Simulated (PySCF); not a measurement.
XPS shifts beside NMR shieldings

Species: C4H3ClO.
Atom-mapped SMILES: `[O:1]=[C:2]1[CH:3]=[C:4]([Cl:5])[CH2:6]1`

Binding energies: delta-SCF UKS SCAN, pcX-2 on the ionised atom, pcseg-1 elsewhere, spin-free X2C in PySCF 2.14.0. Shieldings: GIAO PBE0/pcSseg-1, non-relativistic, same geometry.

| atom | isotropic shielding (ppm) |
| --- | --- |
| C2 | 2.7 |
| C3 | 42.4 |
| C4 | 6.0 |
| C6 | 129.2 |

Problem. What are the C 1s binding energies of these atoms?

Solution. 
```tsv
atom	environment	C 1s (eV)	isotropic shielding (ppm)
C3	alkene CH carbon	290.99	42.4
C6	sp3 carbon next to a carbonyl	291.46	129.2
C4	vinylic C–Cl carbon	292.92	6.0
C2	ketone carbonyl carbon	293.50	2.7
```

Problem. Among the listed atoms, is the one with the highest binding energy also the least shielded?

Solution. Yes: C2 has both (293.50 eV, 2.7 ppm).

By binding energy: C3 < C6 < C4 < C2. By shielding: C2 < C4 < C3 < C6.

Spin contamination (⟨S²⟩ against 0.75 for a pure doublet) is marked for C 1s of C4 (0.87), which makes this value less certain. Geometry: GFN2-xTB; no solvent, vibrations or thermal averaging.
